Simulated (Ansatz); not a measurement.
**SiNHO+ (doublet): the correlation ladder, def2-QZVPP**

An exercise on one series of results from a longer session: the logs are not shown, and one member is left open.

Method: def2-QZVPP, core rule «outside noble gas», up to 7 orbitals frozen; program: Ansatz 0.2.0, Gaussian basis.

To be run: UHF; ROHF; CCSD(T) on UHF.

2 further runs of the same task are left out: 2 set aside as unsound or not needed. Runs told in other sessions of the task aren't counted.

### The geometry

The geometry is a PBE0/def2-TZVP stationary point (not a proven minimum) of the parent state, kept for this charge and spin.

4 atoms, charge 1, spin multiplicity 2.

Atoms are counted from 1 here; the program's logs count them from 0.

Bond lengths: O1–N2 1.272 Å, N2–Si3 1.774 Å, N2–H4 1.026 Å. Angles: O1–N2–Si3 124.5°, O1–N2–H4 113.3°, Si3–N2–H4 122.2°.

Set-up of the first run:

Input file in.yaml:

```yaml
crystal:
  periodic: [false, false, false]
  atoms:
    - {symbol: O, position_ang: [0.000000, -0.337465, 1.530169]}
    - {symbol: N, position_ang: [0.000000, 0.447419, 0.529033]}
    - {symbol: Si, position_ang: [0.000000, -0.082561, -1.163926]}
    - {symbol: H, position_ang: [0.000000, 1.439714, 0.791361]}
basis:
  gaussian: {orbitals: "def2-QZVPP.json"}
total_charge: 1
magnetization: {spin_polarized: true, initial_magnetization: 1}
hamiltonian: {xc: hf}
output: {orbitals: {seedname: orbitals}}
```

The run is started by

```bash
ansatz run in.yaml --threads 1 --pin off --events-out ev --progress --plain --max-ram 2393MiB
```

Among the steps run: UHF; ROHF; CCSD(T) on UHF.

One table of the session follows, with a row left open; its other results are not shown here.

It belongs to the step «Misses and costs». 

```
  method  from UCCSD(T) (kJ/mol)
    ROHF                 +1474.9
     UHF                       ?
    UMP2                  +127.9
   UCCSD                   +64.1
UCCSD(T)                       0
```

**Question.** Estimate the row for UHF.

As computed: from UCCSD(T) (kJ/mol): +1452.7. In the column «from UCCSD(T) (kJ/mol)» it lies between UMP2 (+127.9) and ROHF (+1474.9).
